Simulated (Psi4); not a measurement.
# C2H3F (SMILES C[C]F), step by step

We compute a structure relaxation (UPBE0/cc-pVDZ), then the harmonic vibrations, then the energy (UMP2/cc-pVTZ) of C2H3F. 

The results are computed with Psi4 1.11.

### 1 The molecule

C2H3F: 6 atoms, total charge 0, spin state triplet. As SMILES, `C[C]F`. The shape is that of a GFN2-xTB optimisation. The run starts from this shape.

Bond lengths: C1–C2 1.456 Å, C2–F3 1.336 Å, C1–H4 1.088 Å, C1–H5 1.099 Å, C1–H6 1.099 Å. Angles: C1–C2–F3 124.9°, C2–C1–H4 109.2°, C2–C1–H5 111.5°, C2–C1–H6 111.4°, H4–C1–H5 108.2°, H4–C1–H6 108.3°, H5–C1–H6 108.3°.

### 2 A structure relaxation at UPBE0/cc-pVDZ (density fitting) (run 1)

Input file calc.in:

```
memory 1600 mb

molecule system {
  0 3
  C
  C 1 R2
  F 2 R3 1 A3
  H 1 R4 2 A4 3 D4
  H 1 R5 4 A5 2 D5
  H 1 R6 4 A6 5 D6

  R2 = 1.455768
  R3 = 1.336093
  A3 = 124.89231
  R4 = 1.087943
  A4 = 109.16996
  D4 = -178.64951
  R5 = 1.098962
  A5 = 108.18358
  D5 = 121.50301
  R6 = 1.098743
  A6 = 108.25512
  D6 = 117.1276
  symmetry c1
}

set {
  reference    uks
  geom_maxiter 60
}

opt('pbe0/cc-pVDZ')
```

Command:

```console
$ psi4 -i calc.in -o calc.out -n 1
```

calc.out:

```text
[...]
  Running in c1 symmetry.
[...]
  Nuclear repulsion =   64.916228576862153
[...]
  Multiplicity = 3
[...]
  Nalpha       = 13
  Nbeta        = 11
[...]
    Number of basis functions: 57
[...]
   @DF-UKS iter   1:  -177.39153581492133   -3.28414e-01   8.95203e-03 ADIIS/DIIS
[...]
   @DF-UKS iter   7:  -177.53216242052454   -8.52651e-13   6.11381e-09 DIIS
[...]
   @S^2 Observed:                2.004625422E+00
[...]
  @DF-UKS Final Energy:  -177.53216242052454
   => Energetics <=
    Nuclear Repulsion Energy =             64.8858318901480118
    One-Electron Energy =                -371.6452525673909122
    Two-Electron Energy =                 146.0521606568972004
    DFT Exchange-Correlation Energy =     -16.8249024001788037
    Empirical Dispersion Energy =           0.0000000000000000
    VV10 Nonlocal Energy =                  0.0000000000000000
    Total Energy =                       -177.5321624205245428
[...]
  -Total Gradient:
     Atom            X                  Y                   Z
    ------   -----------------  -----------------  -----------------
       1       -0.000007669541     0.000012594993     0.000010749202
       2       -0.000017642310    -0.000027738602     0.000060101386
       3        0.000022910013     0.000115587577     0.000021915475
       4        0.000007200613    -0.000032095696    -0.000006107561
       5        0.000001336273    -0.000002100642     0.000032532792
       6       -0.000006063388    -0.000018500634     0.000058660516
[...]
```

On the terminal:

```text
Optimizer: Optimization complete!
```

Wall time 20 s (1 thread of Intel Xeon 6975P-C (Granite Rapids), shared host); peak memory 0.45 GiB.

The path in brief:

| step | energy from the first frame kept (eV) | largest force (eV/Å) |
| --- | --- | --- |
| 0 | 0.0000 | 0.9263 |
| 1 | -0.0141 | 0.1610 |
| 2 | -0.0145 | 0.0364 |
| 3 | -0.0145 | 0.0098 |
| 4 | -0.0145 | 0.0062 |

After the run. Bond lengths: C1–C2 1.473 Å, C2–F3 1.325 Å, C1–H4 1.099 Å, C1–H5 1.107 Å, C1–H6 1.107 Å. Angles: C1–C2–F3 123.2°, C2–C1–H4 109.1°, C2–C1–H5 111.7°, C2–C1–H6 111.6°, H4–C1–H5 108.0°, H4–C1–H6 108.0°, H5–C1–H6 108.2°.

### 3 Vibrational wavenumbers at UPBE0/cc-pVDZ (density fitting) (run 2)

Input file run.py:

```python
import psi4

psi4.set_memory('1600 MB')
psi4.set_num_threads(1)
psi4.core.set_output_file('run.log', False)

molecule = psi4.geometry("""
0 3
C     -0.332010     0.228758    -0.207874
C      0.283993    -0.914587     0.487268
F      1.542308    -0.918796     0.902361
H     -1.378767    -0.012242    -0.439794
H      0.186006     0.457101    -1.159300
H     -0.321088     1.141367     0.418715
symmetry c1
""")

psi4.set_options({
    'basis': 'cc-pVDZ',
    'reference': 'uks',
    't': 400.0,
    'rotational_symmetry_number': 1,
})

result, w = psi4.frequencies("pbe0", return_wfn=True)
print('E =', round(result, 9))
print('wavenumbers / cm^-1:', w.frequencies().np.round(1))
for k in ('ZPVE', 'ENTHALPY', 'GIBBS FREE ENERGY'):
    print(f'{k}: {psi4.variable(k):.8f} Eh')
```

Command:

```console
$ python run.py
```

run.log:

```text
[...]
  Running in c1 symmetry.
[...]
  Nuclear repulsion =   64.885836901907041
[...]
  Multiplicity = 3
[...]
  Nalpha       = 13
  Nbeta        = 11
[...]
    Number of basis functions: 57
[...]
   @DF-UKS iter   1:  -177.39497576825570   -3.41345e-01   8.83186e-03 DIIS/ADIIS
[...]
   @DF-UKS iter  12:  -177.53215982768921   -6.45173e-12   9.37991e-09 DIIS
[...]
   @S^2 Observed:                2.004619078E+00
[...]
  @DF-UKS Final Energy:  -177.53215982768921
   => Energetics <=
    Nuclear Repulsion Energy =             64.8951023810879377
    One-Electron Energy =                -371.6628076294886682
    Two-Electron Energy =                 146.0611556853115189
    DFT Exchange-Correlation Energy =     -16.8256102646000301
    Empirical Dispersion Energy =           0.0000000000000000
    VV10 Nonlocal Energy =                  0.0000000000000000
    Total Energy =                       -177.5321598276892132
[...]
  -Total Gradient:
     Atom            X                  Y                   Z
    ------   -----------------  -----------------  -----------------
       1        0.000399713661     0.000537671388    -0.000354361513
       2        0.000063877512    -0.000053599373    -0.000074883586
       3       -0.000108391747    -0.000063244321     0.000028790160
       4        0.000003963445     0.000030104435     0.000043890119
       5       -0.000390643777    -0.000122859811     0.000957636511
       6        0.000064829647    -0.000490251432    -0.000520503420
[...]
  ==> Harmonic Vibrational Analysis <==
[...]
  Freq [cm^-1]                 167.1302            392.4004            903.7104
[...]
  IR activ [km/mol]             1.0316              1.8597             22.5155
[...]
  Freq [cm^-1]                1009.7657           1104.6671           1327.8480
[...]
  Freq [cm^-1]                1377.2835           1419.8717           1442.8926
[...]
```

The script printed:

```text
Warning: used thermodynamics relations inappropriate for low-frequency modes: ['167.1302' '392.4004']
E = -177.53216242
wavenumbers / cm^-1: [ 167.1  392.4  903.7 1009.8 1104.7 1327.8 1377.3 1419.9 1442.9 2995.3
 3057.7 3161.8]
ZPVE: 0.04182793 Eh
ENTHALPY: -177.48320684 Eh
GIBBS FREE ENERGY: -177.52727071 Eh
```

Run time: 2.2 min. Hardware: 1 thread of Intel Xeon 6975P-C (Granite Rapids), shared host; peak memory 0.43 GiB.

### 4 A single-point energy at UMP2/cc-pVTZ (density fitting, density fitting for correlation) (run 3)

Input file input.dat:

```
memory 1600 MB

molecule {
  0 3
  C     -0.332010     0.228758    -0.207874
  C      0.283993    -0.914587     0.487268
  F      1.542308    -0.918796     0.902361
  H     -1.378767    -0.012242    -0.439794
  H      0.186006     0.457101    -1.159300
  H     -0.321088     1.141367     0.418715
  symmetry c1
}

set {
  reference uhf
  freeze_core true
}

e, wfn = energy("mp2/cc-pVTZ", return_wfn=True)
```

Command:

```console
$ psi4 -i input.dat -o output.dat -n 1
```

output.dat:

```text
[...]
  Running in c1 symmetry.
[...]
  Nuclear repulsion =   64.885836901907041
[...]
  Multiplicity = 3
[...]
  Nalpha       = 13
  Nbeta        = 11
[...]
    Number of basis functions: 132
[...]
   @DF-UHF iter   1:  -176.79074466506754   -7.23029e-01   2.70845e-03 DIIS/ADIIS
[...]
   @DF-UHF iter  14:  -176.87930746807268   -1.03739e-11   7.73768e-09 DIIS
[...]
   @S^2 Observed:                2.012060315E+00
[...]
  @DF-UHF Final Energy:  -176.87930746807268
   => Energetics <=
    Nuclear Repulsion Energy =             64.8858369019070409
    One-Electron Energy =                -371.6194756516092639
    Two-Electron Energy =                 129.8543312816295270
    Total Energy =                       -176.8793074680726818
  UHF NO Occupations:
  HONO-2 :   11  A 1.9970939
  HONO-1 :   12  A 1.0000000
[...]
 Multipole Moments:
 ------------------------------------------------------------------------------------
     Multipole            Electronic (a.u.)      Nuclear  (a.u.)        Total (a.u.)
 ------------------------------------------------------------------------------------
 L = 1.  Multiply by 2.5417464519 to convert [e a0] to [Debye]
 Dipole X            :          3.4470628           -3.9787638           -0.5317011
 Dipole Y            :         -2.9900648            3.3320156            0.3419508
 Dipole Z            :          2.4202343           -2.7418979           -0.3216637
 Magnitude           :                                                    0.7092982
[...]
```

It took 2 s on 1 thread of Intel Xeon 6975P-C (Granite Rapids), shared host; peak memory 0.24 GiB.

### 5 What came out

| quantity | value |
| --- | --- |
| run 1, UPBE0/cc-pVDZ: total energy at the end | -177.53216 Eh |
| run 1, UPBE0/cc-pVDZ: dipole moment | 1.53 D |
| run 1, UPBE0/cc-pVDZ: HOMO energy (highest over α and β) | -5.45 eV |
| run 1, UPBE0/cc-pVDZ: LUMO energy (lowest over α and β) | -1.74 eV |
| run 1, UPBE0/cc-pVDZ: ⟨S²⟩ | 2.005 |
| run 2, UPBE0/cc-pVDZ: lowest harmonic wavenumber | 167 cm⁻¹ |
| run 2, UPBE0/cc-pVDZ: highest harmonic wavenumber | 3162 cm⁻¹ |
| run 2, UPBE0/cc-pVDZ: zero-point energy | 109.8 kJ/mol |
| run 2, UPBE0/cc-pVDZ: ideal-gas entropy at 400 K (symmetry number 1 as used) | 69.1 cal/(mol K) |
| run 3, UMP2/cc-pVTZ: total energy | -177.41031 Eh |
| run 3, UMP2/cc-pVTZ: HOMO energy (Hartree–Fock orbitals) (highest over α and β) | -9.93 eV |
| run 3, UMP2/cc-pVTZ: LUMO energy (Hartree–Fock orbitals) (lowest over α and β) | 2.71 eV |
| run 3, UMP2/cc-pVTZ: correlation energy (3 core orbitals frozen) | -531.0 mEh |
| run 3, UMP2/cc-pVTZ: ⟨S²⟩ of the reference determinant | 2.012 |

What this shows: The optimisation (run 1, UPBE0/cc-pVDZ) took 5 steps and changed the energy by -0.015 eV. All 12 modes (run 2, UPBE0/cc-pVDZ) are real, so the shape is a minimum at this level.
